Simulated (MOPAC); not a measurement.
MOPAC input (PM6):

```
PM6 FORCE THERMO(298,298) PRECISE LET UHF MS=0.5 GEO-OK AUX(PRECISION=9) THREADS=1
C2H2N

C    -0.00910240 1   -0.16717161 1   -1.18625283 1
C     0.00150521 1    0.02765405 1    0.19623373 1
N     0.01035146 1    0.19007985 1    1.34880977 1
H     0.91050459 1   -0.21892658 1   -1.74460405 1
H    -0.93712084 1   -0.26977915 1   -1.72325939 1
```

### Question
Which zero-point energy does it print?

### Answer
18.43 kcal/mol, from the harmonic wavenumbers of PM6.
